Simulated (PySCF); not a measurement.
PySCF input (r2SCAN/aug-cc-pV(T+d)Z):

```python
import numpy as np, basis_set_exchange as bse
from pyscf import gto, scf, dft, df

basis = {'P': gto.basis.parse(bse.get_basis('aug-cc-pV(T+d)Z', elements=['P'], fmt='nwchem'))}
mol = gto.M(
    atom='''
    P    -0.00000000   -0.00000000   -0.94474959
    P     0.00000000    0.00000000    0.94474959
    ''',
    basis=basis,
    charge=0,
    verbose=4,
    max_memory=1839,
)
mf = dft.RKS(mol, xc='r2scan')
mf = mf.density_fit(auxbasis=df.autoaux(mol))
mf.conv_tol = 1e-9
mf.max_cycle = 100
mf.grids.atom_grid = (150, 974)
mf.grids.prune = None
print('smallest overlap eigenvalue', np.linalg.eigvalsh(mol.intor('int1e_ovlp'))[0])
mf.kernel()
dip = mf.dip_moment()
```

Output:

```
PySCF version 2.14.0

[INPUT] verbose = 4
[INPUT] num. atoms = 2
[INPUT] num. electrons = 30
[INPUT] charge = 0
[INPUT] spin (= nelec alpha-beta = 2S) = 0
[INPUT] symmetry False subgroup None
[INPUT] Mole.unit = angstrom
[INPUT] Symbol           X                Y                Z      unit          X                Y                Z       unit  Magmom
[INPUT]  1 P      0.000000000000   0.000000000000  -0.944749590000 AA    0.000000000000   0.000000000000  -1.785317981395 Bohr   0.0
[INPUT]  2 P      0.000000000000   0.000000000000   0.944749590000 AA    0.000000000000   0.000000000000   1.785317981395 Bohr   0.0

nuclear repulsion = 63.0139847200145
number of shells = 16
number of NR pGTOs = 160
number of NR cGTOs = 110
basis = {'P': [[0, [312400.0, 5.7696e-05, -1.56709e-05, 0.0, 4.30631e-06, 0.0], [46800.0, 0.000448296, -0.000121724, 0.0, 3.34194e-05, 0.0], [10650.0, 0.00234939, -0.000639672, 0.0, 0.000175885, 0.0], [3018.0, 0.00978265, -0.00267426, 0.0, 0.00073434, 0.0], [986.8, 0.0341467, -0.00949831, 0.0, 0.00261775, 0.0], [357.4, 0.100204, -0.0289349, 0.0, 0.00797852, 0.0], [139.6, 0.234372, -0.0745121, 0.0, 0.020794, 0.0], [57.63, 0.382434, -0.149938, 0.0, 0.0424446, 0.0], [24.6, 0.318088, -0.189467, 0.0, 0.0563436, 0.0], [10.12, 0.0707788, 0.036327, 0.0, -0.0127358, 0.0], [4.283, -0.00181799, 0.528816, 0.0, -0.196495, 0.0], [1.805, 0.0021618, 0.519115, 0.0, -0.353555, 0.0], [0.6158, -0.000834742, 0.0605547, 1.0, 0.0741407, 0.0], [0.2782, 0.000432297, -0.00925695, 0.0, 0.700912, 0.0], [0.1055, -0.000114251, 0.00210372, 0.0, 0.404739, 1.0]], [0, [0.0409, 1.0]], [1, [504.9, 0.00233728, 0.0, -0.000555236, 0.0], [119.4, 0.018541, 0.0, -0.00445913, 0.0], [37.96, 0.0849693, 0.0, -0.020635, 0.0], [13.95, 0.244615, 0.0, -0.0617694, 0.0], [5.457, 0.422766, 0.0, -0.108924, 0.0], [2.177, 0.368439, 0.0, -0.105599, 0.0], [0.801, 0.0772734, 1.0, 0.153483, 0.0], [0.2877, -0.00379005, 0.0, 0.576981, 0.0], [0.09714, 0.00159939, 0.0, 0.422439, 1.0]], [1, [0.0307, 1.0]], [2, [3.12, 1.0, 0.0, 0.0], [0.648, 0.0, 1.0, 0.0], [0.218, 0.0, 0.0, 1.0]], [2, [0.0775, 1.0]], [3, [0.452, 1.0]], [3, [0.165, 1.0]]]}
ecp = {}
ETB for P: l = 0, exps = 0.0614 * 1.8^n , n = 0..18
ETB for P: l = 1, exps = 0.0614 * 1.8^n , n = 0..16
ETB for P: l = 2, exps = 0.0614 * 1.8^n , n = 0..15
ETB for P: l = 3, exps = 0.1082 * 2.2^n , n = 0..9
ETB for P: l = 4, exps = 0.155 * 2.2^n , n = 0..5
smallest overlap eigenvalue 0.0001542846582100411

******** <class 'pyscf.df.df_jk.DFRKS'> ********
method = DFRKS
initial guess = minao
damping factor = 0
level_shift factor = 0
DIIS = <class 'pyscf.scf.diis.CDIIS'>
diis_start_cycle = 1
diis_space = 8
diis_damp = 0
SCF conv_tol = 1e-09
SCF conv_tol_grad = None
SCF max_cycles = 100
direct_scf = False
XC library pyscf.dft.libxc version 7.1.2
    S. Lehtola, C. Steigemann, M. J. T. Oliveira, and M. A. L. Marques,  SoftwareX 7, 1–5 (2018)
XC functionals = r2scan
    J. W. Furness, A. D. Kaplan, J. Ning, J. P. Perdew, and J. Sun,  J. Phys. Chem. Lett. 11, 8208–8215 (2020)
    J. W. Furness, A. D. Kaplan, J. Ning, J. P. Perdew, and J. Sun,  J. Phys. Chem. Lett. 11, 9248–9248 (2020)
    J. W. Furness, A. D. Kaplan, J. Ning, J. P. Perdew, and J. Sun,  J. Phys. Chem. Lett. 11, 8208–8215 (2020)
    J. W. Furness, A. D. Kaplan, J. Ning, J. P. Perdew, and J. Sun,  J. Phys. Chem. Lett. 11, 9248–9248 (2020)
radial grids:
    Treutler-Ahlrichs [JCP 102, 346 (1995); DOI:10.1063/1.469408] (M4) radial grids

becke partition: Becke, JCP 88, 2547 (1988); DOI:10.1063/1.454033
pruning grids: None
grids dens level: 3
symmetrized grids: False
atomic radii adjust function: <function treutler_atomic_radii_adjust>
User specified grid scheme (150, 974)
small_rho_cutoff = 0
Set gradient conv threshold to 3.16228e-05
Initial guess from minao.
tot grids = 292200
init E= -682.776458952442
  HOMO = -0.298227656548585  LUMO = -0.136193444176357  gap/eV = 4.40918
cycle= 1 E= -682.650329932791  delta_E= 0.126  |g|= 0.253  |ddm|= 2.52
  HOMO = -0.24047905828914  LUMO = -0.106940955953146  gap/eV = 3.63376
cycle= 2 E= -682.648255003515  delta_E= 0.00207  |g|= 0.263  |ddm|= 0.639
  HOMO = -0.273997537546838  LUMO = -0.124209876882909  gap/eV = 4.07593
cycle= 3 E= -682.666860498683  delta_E= -0.0186  |g|= 0.0189  |ddm|= 0.301
  HOMO = -0.271879335261347  LUMO = -0.122645316702237  gap/eV = 4.06086
cycle= 4 E= -682.666905651501  delta_E= -4.52e-05  |g|= 0.00224  |ddm|= 0.0233
  HOMO = -0.272251222426073  LUMO = -0.122926108231297  gap/eV = 4.06334
cycle= 5 E= -682.666906808702  delta_E= -1.16e-06  |g|= 0.00029  |ddm|= 0.00298
  HOMO = -0.272222642575299  LUMO = -0.122880121558287  gap/eV = 4.06382
cycle= 6 E= -682.66690682756  delta_E= -1.89e-08  |g|= 3.58e-05  |ddm|= 0.000772
  HOMO = -0.272235172562264  LUMO = -0.122891798186115  gap/eV = 4.06384
cycle= 7 E= -682.666906827953  delta_E= -3.93e-10  |g|= 3.25e-06  |ddm|= 8.48e-05
  HOMO = -0.272233449418817  LUMO = -0.122890329359632  gap/eV = 4.06383
Extra cycle  E= -682.666906827955  delta_E= -1.14e-12  |g|= 3.37e-06  |ddm|= 1.77e-05
converged SCF energy = -682.666906827955
Dipole moment(X, Y, Z, Debye): -0.00000, -0.00000, -0.00000
```
